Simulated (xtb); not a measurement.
C3H6, SMILES CC=C. All values are semi-empirical tight-binding results from xtb (GFN2-xTB unless named), good for trends rather than for accurate numbers. Geometry: GFN2-xTB.

Optimised geometry:

Bond lengths (Å): C1–C2 1.492, C1–H4 1.090, C1–H5 1.090, C1–H6 1.087, C2–C3 1.319, C2–H7 1.083, C3–H8 1.078, C3–H9 1.077. Angles (°): C2–C1–H4 110.2, C2–C1–H5 110.2, C2–C1–H6 111.0, H4–C1–H5 107.5, H4–C1–H6 108.9, H5–C1–H6 108.9, C1–C2–C3 124.6, C1–C2–H7 115.2, C3–C2–H7 120.1, C2–C3–H8 121.6, C2–C3–H9 122.2, H8–C3–H9 116.2.
Charge 0, spin multiplicity 1.

Computed properties:
* **point group as xtb finds it**: Cs
* **orbital gap**: 5.46 eV
* **dipole moment**: 0.46 D
* **zero-point energy**: 49.1 kcal/mol
* **G − E(el) at 298.15 K (modified RRHO)**: 33.3 kcal/mol
* **static polarisability (D4 model)**: 39.4 bohr³
* **solvation energy, GFN2-xTB/ALPB(water)**: -0.3 kcal/mol
* **solvation energy, GFN2-xTB/ALPB(hexane)**: -1.9 kcal/mol

Computed IR lines (harmonic; lines under 4 % of the strongest left out, lines within 3 cm⁻¹ merged):
ν (cm⁻¹): 581 (w), 893 (m), 977 (m), 1015 (m), 1170 (w), 1421 (w), 1478 (w), 1486 (w), 1726 (m), 2998 (s), 3012 (m), 3039 (w), 3053 (vs), 3097 (m), 3124 (vs) (against the strongest line: vs over 80 %, s over 45 %, m over 15 %, w over 4 %, vw less)

Computed atomic charges and the Wiberg bond orders between heavy atoms:
charges (e) C1 -0.10, C2 -0.02, C3 -0.10, H4 0.04, H5 0.04, H6 0.04, H7 0.03, H8 0.03, H9 0.03. Bond orders C1–C2 1.04, C2–C3 1.98.
